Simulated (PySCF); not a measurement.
Structure with atom numbers: `[CH3:1][n:2]1[cH:3][cH:4][n:5][n:6]1`; H(Xn) means a hydrogen on atom n.

Geometry: PBE0-D3(BJ)/def2-SVP; GIAO absolute shieldings from PySCF 2.14.0 with density-fitted response routines, gas phase, non-relativistic, averaged over equivalent atoms.

At PBE0/pcSseg-0 (64 basis functions, 6.3 s wall time on 1 thread of an Arm Neoverse N1, shared host):
```
atoms  σ (ppm)
   C4     45.5
   C3     56.7
   C1    153.7
   N6   -164.0
   N5   -149.9
   N2     10.7
H(C4)    24.98
H(C3)    25.41
H(C1)    28.41
```

Q: What do these become at PBE0/cc-pVTZ?

A: 
```csv
atoms,σ at PBE0/cc-pVTZ,change
C4,49.8,+4.3
C3,62.5,+5.8
C1,151.7,-2.0
N6,-133.2,+30.8
N5,-119.5,+30.4
N2,11.9,+1.2
H(C4),23.57,-1.41
H(C3),23.87,-1.54
H(C1),27.29,-1.12
```

The largest change is at N6 (pyridine-type nitrogen of an azole). Cost: 250 basis functions, 38 s wall time on 1 thread of an Arm Neoverse N1, shared host. The order of the carbon signals is the same at both levels.
